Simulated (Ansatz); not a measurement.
# C4H6F2: a ladder of functionals and wavefunction methods

One table from this session's results is given with a row withheld; the runs are named, their logs left out.

Program: Ansatz 0.2.0, Gaussian basis. Level of theory: functionals in def2-TZVPP, the program's frozen cores in correlated methods. These are calculated values, not measurements.

Levels to be run: PBE-D4, r2SCAN-D4, PBE0-D4, B3LYP-D4, ωB97X-V, ωB97M-V, B2PLYP; CCSD(T)/def2-TZVPP; MP2/def2-QZVPP; extrapolation to the limit.

### The geometry

An earlier PBE0-D4 in a triple-zeta def2 set relaxation fixed the geometry.

SMILES `F[C@H]1C[C@@H](F)C1`, 12 atoms, charge 0, spin multiplicity 1.

Atoms are counted from 1 here; the program's logs count them from 0.

Bond lengths: F1–C2 1.374 Å, C2–C3 1.530 Å, C2–C6 1.530 Å, C2–H7 1.093 Å, C3–C4 1.530 Å, C3–H8 1.089 Å, C3–H9 1.092 Å, C4–F5 1.374 Å, C4–C6 1.530 Å, C4–H10 1.093 Å, C6–H11 1.089 Å, C6–H12 1.092 Å. Angles: F1–C2–C3 116.1°, F1–C2–C6 116.1°, F1–C2–H7 107.5°, C3–C2–C6 89.5°, C3–C2–H7 113.6°, C6–C2–H7 113.6°, C2–C3–C4 87.2°, C2–C3–H8 119.4°, C2–C3–H9 109.3°, C4–C3–H8 119.4°, C4–C3–H9 109.3°, H8–C3–H9 110.2°, C3–C4–F5 116.1°, C3–C4–C6 89.5°, C3–C4–H10 113.6°, F5–C4–C6 116.1°, F5–C4–H10 107.5°, C6–C4–H10 113.6° and more.

Geometry (Å):

```xyz
12

F    -2.0306    0.9300    0.3180
C    -0.9535    0.3919   -0.3436
C     0.4120    0.9970   -0.0108
C     0.9623   -0.4308   -0.0107
F     1.8501   -0.7365    0.9922
C    -0.4609   -0.9651    0.1639
H    -1.1866    0.4006   -1.4110
H     0.8462    1.7368   -0.6818
H     0.3981    1.3785    1.0122
H     1.4246   -0.7207   -0.9573
H    -0.7591   -1.8718   -0.3606
H    -0.6846   -1.0551    1.2288
```

Set-up of the first run:

The input, in.yaml:

```yaml
crystal:
  periodic: [false, false, false]
  atoms:
    - {symbol: F, position_ang: [-2.030642, 0.929991, 0.318024]}
    - {symbol: C, position_ang: [-0.953513, 0.391884, -0.343560]}
    - {symbol: C, position_ang: [0.412023, 0.997030, -0.010817]}
    - {symbol: C, position_ang: [0.962335, -0.430823, -0.010730]}
    - {symbol: F, position_ang: [1.850100, -0.736483, 0.992223]}
    - {symbol: C, position_ang: [-0.460918, -0.965130, 0.163861]}
    - {symbol: H, position_ang: [-1.186627, 0.400563, -1.410956]}
    - {symbol: H, position_ang: [0.846240, 1.736756, -0.681793]}
    - {symbol: H, position_ang: [0.398126, 1.378525, 1.012210]}
    - {symbol: H, position_ang: [1.424577, -0.720746, -0.957317]}
    - {symbol: H, position_ang: [-0.759133, -1.871753, -0.360593]}
    - {symbol: H, position_ang: [-0.684569, -1.055115, 1.228848]}
basis:
  gaussian: {orbitals: def2-TZVPP}
hamiltonian: {xc: pbe, dispersion: d4}
output: {forces: true, orbitals: {seedname: orbitals}}
```

On the command line:

```console
$ ansatz run in.yaml --threads 4 --pin off --events-out ev --progress --plain --max-ram 10444MiB
```

Steps of the session up to this table: PBE-D4 (GGA); r2SCAN-D4 (meta-GGA); PBE0-D4 (hybrid); B3LYP-D4 (hybrid); ωB97X-V (range-separated); ωB97M-V (range-separated); B2PLYP (double hybrid); CCSD(T) in def2-TZVPP; MP2 in def2-QZVPP.

One table of the session follows, with a row left open; its other results are not shown here.

| method | atomisation energy (kcal/mol) |
| --- | --- |
| PBE-D4 | ? |
| r2SCAN-D4 | 1177.7 |
| PBE0-D4 | 1185.7 |
| B3LYP-D4 | 1170.0 |
| ωB97X-V | 1177.5 |
| ωB97M-V | 1177.8 |
| B2PLYP | 1160.7 |
| HF/def2-TZVPP | 855.9 |
| MP2/def2-TZVPP | 1170.8 |
| CCSD/def2-TZVPP | 1126.0 |
| CCSD(T)/def2-TZVPP | 1144.1 |
| MP2/CBS | 1198.4 |
| CCSD(T)/CBS | 1171.6 |

Estimate the missing values for PBE-D4.

As computed: atomisation energy (kcal/mol): 1210.3. In the column «atomisation energy (kcal/mol)» it is the highest.
